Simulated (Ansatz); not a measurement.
# C2H5NOS: one species, many methods

One table from this session's results is given with a row withheld; the runs are named, their logs left out.

The runs use Ansatz 0.2.0, Gaussian basis; functionals in def2-TZVPP, the program's frozen cores in correlated methods.

Plan: LDA (SPW92), PBE-D4, revPBE-D4, BLYP-D4, r2SCAN-D4, B97M-V, PBE0-D4, B3LYP-D4, r2SCANh-D4, r2SCAN0-D4, HSE06-D4, BHLYP-D4, CAM-B3LYP-D4, LC-ωPBE, ωB97X-V, ωB97M-V, B2PLYP, PBE-QIDH; CCSD(T)/def2-SVP; CCSD(T)/def2-TZVPP; MP2/def2-QZVPP; extrapolation to the limit; RPA on PBE.

### The geometry

The geometry comes from an earlier relaxation with PBE0-D4 in a triple-zeta def2 set; it is a stationary point, not always the lowest conformer.

SMILES `OC1NCS1`, 10 atoms, charge 0, spin multiplicity 1.

Atoms are counted from 1 here; the program's logs count them from 0.

Bond lengths: O1–C2 1.381 Å, O1–H6 0.962 Å, C2–N3 1.433 Å, C2–S5 1.858 Å, C2–H7 1.099 Å, N3–C4 1.456 Å, N3–H8 1.011 Å, C4–S5 1.822 Å, C4–H9 1.092 Å, C4–H10 1.094 Å. Angles: C2–O1–H6 109.0°, O1–C2–N3 111.5°, O1–C2–S5 118.0°, O1–C2–H7 109.9°, N3–C2–S5 91.1°, N3–C2–H7 115.6°, S5–C2–H7 109.8°, C2–N3–C4 100.4°, C2–N3–H8 115.8°, C4–N3–H8 116.7°, N3–C4–S5 91.8°, N3–C4–H9 113.9°, N3–C4–H10 114.9°, S5–C4–H9 114.0°, S5–C4–H10 111.6°, H9–C4–H10 109.8°, C2–S5–C4 74.2°.

Set-up of the first run:

Contents of in.yaml:

```yaml
crystal:
  periodic: [false, false, false]
  atoms:
    - {symbol: O, position_ang: [-1.938268, 0.440729, -0.017888]}
    - {symbol: C, position_ang: [-0.661834, 0.120408, -0.437169]}
    - {symbol: N, position_ang: [0.038257, -0.649440, 0.548320]}
    - {symbol: C, position_ang: [1.320347, 0.039858, 0.558954]}
    - {symbol: S, position_ang: [0.637040, 1.447564, -0.374392]}
    - {symbol: H, position_ang: [-2.467970, 0.679471, -0.784078]}
    - {symbol: H, position_ang: [-0.696968, -0.317970, -1.444806]}
    - {symbol: H, position_ang: [0.060041, -1.648599, 0.393062]}
    - {symbol: H, position_ang: [1.674996, 0.299598, 1.558526]}
    - {symbol: H, position_ang: [2.117459, -0.462621, 0.002371]}
basis:
  gaussian: {orbitals: def2-TZVPP}
hamiltonian: {xc: lda}
output: {orbitals: {seedname: orbitals}}
```

Among the steps run: LDA; PBE-D4 (GGA); revPBE-D4 (GGA); BLYP-D4 (GGA); r2SCAN-D4 (meta-GGA); B97M-V (meta-GGA); PBE0-D4 (hybrid); B3LYP-D4 (hybrid); r2SCANh-D4 (hybrid); r2SCAN0-D4 (hybrid); HSE06-D4 (hybrid); BHLYP-D4 (hybrid); CAM-B3LYP-D4 (range-separated); LC-ωPBE (range-separated); ωB97X-V (range-separated); ωB97M-V (range-separated); B2PLYP (double hybrid); PBE-QIDH (double hybrid).

One of the session's tables, all rows but one given; the rest of the session is left out.

It belongs to the step «Frontier levels by functional». 

```
  functional  HOMO (eV)  gap (eV)
 LDA (SPW92)      -5.39      4.05
      PBE-D4      -5.28      4.15
   revPBE-D4      -5.24      4.20
     BLYP-D4      -5.16      4.12
   r2SCAN-D4      -5.52      4.62
      B97M-V      -5.62      4.75
     PBE0-D4      -6.54      6.42
    B3LYP-D4          ?         ?
  r2SCANh-D4      -5.99      5.46
  r2SCAN0-D4      -6.69      6.71
    HSE06-D4      -6.14      5.63
    BHLYP-D4      -7.69      8.55
CAM-B3LYP-D4      -7.92      8.86
     LC-ωPBE      -9.31     11.53
     ωB97X-V      -8.95     11.01
     ωB97M-V      -8.79     10.63
```

Q: Estimate the row for B3LYP-D4 from the others.

Worked estimate for «HOMO (eV)». Against the share of exact exchange, BLYP-D4 (0, -5.16), BHLYP-D4 (0.5, -7.69) give a slope of -5.06 per unit share; at 0.2 the line stands at -6.17.

**Answer.** HOMO (eV): -6.33; gap (eV): 5.92. In «HOMO (eV)» the line misses by +0.16.
